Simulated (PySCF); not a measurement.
PySCF input (PBE0/pcseg-3):

```python
import numpy as np, basis_set_exchange as bse
from pyscf import gto, scf, dft, df
from pyscf.prop.polarizability import rks as pol

basis = {'P': gto.basis.parse(bse.get_basis('pcseg-3', elements=['P'], fmt='nwchem'))}
mol = gto.M(
    atom='''
    P    -0.00000000   -0.00000000   -0.94474959
    P     0.00000000    0.00000000    0.94474959
    ''',
    basis=basis,
    charge=0,
    verbose=4,
    max_memory=1839,
)
mf = dft.RKS(mol, xc='pbe0')
mf.grids.level = 3
mf = mf.density_fit(auxbasis=df.autoaux(mol))
mf.conv_tol = 1e-9
mf.max_cycle = 100
print('smallest overlap eigenvalue', np.linalg.eigvalsh(mol.intor('int1e_ovlp'))[0])
mf.kernel()
dip = mf.dip_moment()
p = pol.Polarizability(mf)
p.max_cycle_cphf = 60
alpha = p.polarizability()
print('polarisability/bohr^3', alpha.trace() / 3)
```

Output:

```
PySCF version 2.14.0

[INPUT] verbose = 4
[INPUT] num. atoms = 2
[INPUT] num. electrons = 30
[INPUT] charge = 0
[INPUT] spin (= nelec alpha-beta = 2S) = 0
[INPUT] symmetry False subgroup None
[INPUT] Mole.unit = angstrom
[INPUT] Symbol           X                Y                Z      unit          X                Y                Z       unit  Magmom
[INPUT]  1 P      0.000000000000   0.000000000000  -0.944749590000 AA    0.000000000000   0.000000000000  -1.785317981395 Bohr   0.0
[INPUT]  2 P      0.000000000000   0.000000000000   0.944749590000 AA    0.000000000000   0.000000000000   1.785317981395 Bohr   0.0

nuclear repulsion = 63.0139847200145
number of shells = 36
number of NR pGTOs = 212
number of NR cGTOs = 128
basis = {'P': [[0, [865881.0, 2.34857e-05], [129712.0, 0.000182584], [29525.0, 0.000958977], [8365.47, 0.00403497], [2730.1, 0.0145297], [986.127, 0.0458799], [385.012, 0.125675], [158.98, 0.287602], [68.8397, 0.488047], [30.7888, 0.5], [13.8006, 0.201568]], [0, [233.392, -0.00519054], [73.1781, -0.0388074], [27.8301, -0.105853], [5.58828, 0.330842], [2.5107, 0.5]], [0, [3.53778, 0.179908], [1.25058, 0.5]], [0, [0.665654, 1.0]], [0, [0.252062, 1.0]], [0, [0.0966638, 1.0]], [1, [3044.75, 0.000148907], [721.515, 0.00130935], [233.797, 0.00736812], [87.8474, 0.0316292], [37.0332, 0.0966519], [16.6689, 0.236916], [7.76455, 0.417045], [3.6606, 0.5], [1.71126, 0.339192]], [1, [7.20731, -0.0278509], [0.781371, 0.5]], [1, [0.345477, 1.0]], [1, [0.143433, 1.0]], [1, [0.0553742, 1.0]], [2, [7.71, 1.0]], [2, [2.03, 1.0]], [2, [0.6, 1.0]], [2, [0.22, 1.0]], [3, [1.34, 1.0]], [3, [0.45, 1.0]], [4, [0.72, 1.0]]]}
ecp = {}
ETB for P: l = 0, exps = 0.1107484 * 1.8^n , n = 0..17
ETB for P: l = 1, exps = 0.1107484 * 1.8^n , n = 0..15
ETB for P: l = 2, exps = 0.1107484 * 1.8^n , n = 0..14
ETB for P: l = 3, exps = 0.2753742 * 2.2^n , n = 0..7
ETB for P: l = 4, exps = 0.44 * 2.2^n , n = 0..7
ETB for P: l = 5, exps = 0.67 * 2.3^n , n = 0..4
smallest overlap eigenvalue 0.0006826052511872168

******** <class 'pyscf.df.df_jk.DFRKS'> ********
method = DFRKS
initial guess = minao
damping factor = 0
level_shift factor = 0
DIIS = <class 'pyscf.scf.diis.CDIIS'>
diis_start_cycle = 1
diis_space = 8
diis_damp = 0
SCF conv_tol = 1e-09
SCF conv_tol_grad = None
SCF max_cycles = 100
direct_scf = False
XC library pyscf.dft.libxc version 7.1.2
    S. Lehtola, C. Steigemann, M. J. T. Oliveira, and M. A. L. Marques,  SoftwareX 7, 1–5 (2018)
XC functionals = pbe0
    C. Adamo and V. Barone,  J. Chem. Phys. 110, 6158 (1999)
    M. Ernzerhof and G. E. Scuseria,  J. Chem. Phys. 110, 5029 (1999)
radial grids:
    Treutler-Ahlrichs [JCP 102, 346 (1995); DOI:10.1063/1.469408] (M4) radial grids

becke partition: Becke, JCP 88, 2547 (1988); DOI:10.1063/1.454033
pruning grids: <function nwchem_prune>
grids dens level: 3
symmetrized grids: False
atomic radii adjust function: <function treutler_atomic_radii_adjust>
small_rho_cutoff = 0
Set gradient conv threshold to 3.16228e-05
Initial guess from minao.
tot grids = 38360
******** <class 'pyscf.df.df.DF'> ********
auxbasis = {'P': [[0, [np.float64(2420.862077825652), 1]], [0, [np.float64(1344.9233765698064), 1]], [0, [np.float64(747.1796536498924), 1]], [0, [np.float64(415.09980758327356), 1]], [0, [np.float64(230.61100421292974), 1]], [0, [np.float64(128.11722456273876), 1]], [0, [np.float64(71.17623586818819), 1]], [0, [np.float64(39.54235326010455), 1]], [0, [np.float64(21.967974033391414), 1]], [0, [np.float64(12.204430018550786), 1]], [0, [np.float64(6.780238899194881), 1]], [0, [np.float64(3.7667993884416004), 1]], [0, [np.float64(2.092666326912), 1]], [0, [np.float64(1.16259240384), 1]], [0, [np.float64(0.6458846688000001), 1]], [0, [np.float64(0.358824816), 1]], [0, [np.float64(0.19934712), 1]], [0, [np.float64(0.1107484), 1]], [1, [np.float64(747.1796536498924), 1]], [1, [np.float64(415.09980758327356), 1]], [1, [np.float64(230.61100421292974), 1]], [1, [np.float64(128.11722456273876), 1]], [1, [np.float64(71.17623586818819), 1]], [1, [np.float64(39.54235326010455), 1]], [1, [np.float64(21.967974033391414), 1]], [1, [np.float64(12.204430018550786), 1]], [1, [np.float64(6.780238899194881), 1]], [1, [np.float64(3.7667993884416004), 1]], [1, [np.float64(2.092666326912), 1]], [1, [np.float64(1.16259240384), 1]], [1, [np.float64(0.6458846688000001), 1]], [1, [np.float64(0.358824816), 1]], [1, [np.float64(0.19934712), 1]], [1, [np.float64(0.1107484), 1]], [2, [np.float64(415.09980758327356), 1]], [2, [np.float64(230.61100421292974), 1]], [2, [np.float64(128.11722456273876), 1]], [2, [np.float64(71.17623586818819), 1]], [2, [np.float64(39.54235326010455), 1]], [2, [np.float64(21.967974033391414), 1]], [2, [np.float64(12.204430018550786), 1]], [2, [np.float64(6.780238899194881), 1]], [2, [np.float64(3.7667993884416004), 1]], [2, [np.float64(2.092666326912), 1]], [2, [np.float64(1.16259240384), 1]], [2, [np.float64(0.6458846688000001), 1]], [2, [np.float64(0.358824816), 1]], [2, [np.float64(0.19934712), 1]], [2, [np.float64(0.1107484), 1]], [3, [np.float64(68.688180792169), 1]], [3, [np.float64(31.221900360076816), 1]], [3, [np.float64(14.191772890944005), 1]], [3, [np.float64(6.450805859520002), 1]], [3, [np.float64(2.932184481600001), 1]], [3, [np.float64(1.3328111280000003), 1]], [3, [np.float64(0.6058232400000001), 1]], [3, [np.float64(0.2753742), 1]], [4, [np.float64(109.75174707200007), 1]], [4, [np.float64(49.88715776000002), 1]], [4, [np.float64(22.67598080000001), 1]], [4, [np.float64(10.307264000000004), 1]], [4, [np.float64(4.685120000000001), 1]], [4, [np.float64(2.1296000000000004), 1]], [4, [np.float64(0.9680000000000001), 1]], [4, [np.float64(0.44), 1]], [5, [np.float64(18.749346999999997), 1]], [5, [np.float64(8.15189), 1]], [5, [np.float64(3.5443), 1]], [5, [np.float64(1.541), 1]], [5, [np.float64(0.67), 1]]]}
init E= -682.549171097857
  HOMO = -0.298694213365528  LUMO = -0.126722952668737  gap/eV = 4.67958
cycle= 1 E= -682.45837258765  delta_E= 0.0908  |g|= 0.223  |ddm|= 1.36
  HOMO = -0.277367229966441  LUMO = -0.0872699784523688  gap/eV = 5.17281
cycle= 2 E= -682.461395386173  delta_E= -0.00302  |g|= 0.165  |ddm|= 0.308
  HOMO = -0.301403838952482  LUMO = -0.0983986257809161  gap/eV = 5.52405
cycle= 3 E= -682.467591670499  delta_E= -0.0062  |g|= 0.0229  |ddm|= 0.123
  HOMO = -0.297607376885133  LUMO = -0.0957802456992225  gap/eV = 5.49200
cycle= 4 E= -682.467683364341  delta_E= -9.17e-05  |g|= 0.00209  |ddm|= 0.0171
  HOMO = -0.297947255644621  LUMO = -0.0960352483130089  gap/eV = 5.49431
cycle= 5 E= -682.467684217382  delta_E= -8.53e-07  |g|= 0.000256  |ddm|= 0.00215
  HOMO = -0.297881920666354  LUMO = -0.0959726274975384  gap/eV = 5.49423
cycle= 6 E= -682.46768423347  delta_E= -1.61e-08  |g|= 3.49e-05  |ddm|= 0.000356
  HOMO = -0.297892840437625  LUMO = -0.0959817153211541  gap/eV = 5.49428
cycle= 7 E= -682.46768423384  delta_E= -3.69e-10  |g|= 1.35e-06  |ddm|= 4.3e-05
  HOMO = -0.297892174379352  LUMO = -0.0959811777907775  gap/eV = 5.49428
Extra cycle  E= -682.467684233841  delta_E= -9.09e-13  |g|= 7.69e-07  |ddm|= 2.72e-06
converged SCF energy = -682.467684233841
Dipole moment(X, Y, Z, Debye): -0.00000, -0.00000, -0.00000
Isotropic polarizability 43.6905721545
Polarizability anisotropy 37.4626851876
polarisability/bohr^3 43.69057215450442
```
